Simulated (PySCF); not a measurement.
Gas-phase reaction: 2 B2O + 3 Cl2 ⇌ 2 BO + 2 BCl3

Energies from PySCF, thermal terms from the rigid-rotor harmonic-oscillator model, ideal gas at 1 bar. 'Table' is the NASA 1993 thermochemical table (part measured, part estimated). After a fit of one offset per element over all species, the range-separated, M06-2X, PBE0/def2-QZVP and CCSD(T)/def2-TZVPP enthalpies, where run, lie to one side of the table for B2O (+77 kJ/mol), BO (+18 kJ/mol): a fault of the table's entry, another state or a shared error of the levels is possible; this was not checked at source. S°(298 K) at PBE0/def2-TZVP differs from the NASA 1993 table for B2O (+19 J/mol/K); whether the harmonic model or the table's entry is off was not settled. † marks an energy on the PBE0/def2-TZVP geometry and frequencies; other levels use their own. MP2 freezes the core. 6-31G* has spherical d functions here. Open shells (unrestricted): BO (multiplicity 2); the rest are closed-shell singlets. For this reaction the table lies outside the span of B3LYP, CCSD(T), M06-2X, MP2, PBE0, r2SCAN, ωB97M-V, ωB97X-V in their largest bases here; which side is off was not settled. MP2 isn't extrapolated to the basis-set limit; its ΔH°(298 K) is -1430.1 kJ in def2-SVP and -1287.1 kJ in def2-TZVPP. The harmonic model lacks anharmonicity and excited electronic states, which grow with temperature; levels with a mode under 35 cm⁻¹ are left out. Strong static correlation: B2O. Soft modes under 120 cm⁻¹ make the harmonic entropy rough for B2O. The table's entry may be an old estimate for B2O, BO (not checked at source).

```json
[
 {"level": "table", "ΔH°(298 K), kJ": "-998.4", "minus table": "-", "ΔG°(1400 K), kJ": "-814.8"},
 {"level": "HF/6-31G*", "ΔH°(298 K), kJ": "-1232.2", "minus table": "-233.8", "ΔG°(1400 K), kJ": "-1010.4"},
 {"level": "M06-2X/def2-TZVP†", "ΔH°(298 K), kJ": "-1149.9", "minus table": "-151.5", "ΔG°(1400 K), kJ": "-897.5"},
 {"level": "MP2/def2-SVP†", "ΔH°(298 K), kJ": "-1430.1", "minus table": "-431.7", "ΔG°(1400 K), kJ": "-1177.7"},
 {"level": "MP2/def2-TZVPP†", "ΔH°(298 K), kJ": "-1287.1", "minus table": "-288.7", "ΔG°(1400 K), kJ": "-1034.7"},
 {"level": "PBE/def2-TZVP†", "ΔH°(298 K), kJ": "-1203.7", "minus table": "-205.3", "ΔG°(1400 K), kJ": "-951.3"},
 {"level": "r2SCAN/def2-TZVP†", "ΔH°(298 K), kJ": "-1275.4", "minus table": "-277.0", "ΔG°(1400 K), kJ": "-1023.0"},
 {"level": "LDA/def2-TZVP†", "ΔH°(298 K), kJ": "-1257.5", "minus table": "-259.1", "ΔG°(1400 K), kJ": "-1005.1"},
 {"level": "ωB97M-V/def2-TZVP†", "ΔH°(298 K), kJ": "-1111.2", "minus table": "-112.8", "ΔG°(1400 K), kJ": "-858.8"}
]
```
